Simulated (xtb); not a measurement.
xtb input:

```bash
xtb mol.xyz --gfn 1 --sp --chrg 0 --uhf 0
```
mol.xyz:
```
5

C      0.00913574     0.00173503    -1.20562697
C     -0.00077797    -0.00014775     0.10266711
H      0.02818759     0.94008178    -1.73766571
H     -0.00183081    -0.93507619    -1.74059173
O     -0.00956292    -0.00181616     1.26200208
```

Which total energy does the run end on?

-9.95746 Eh (GFN1-xTB).
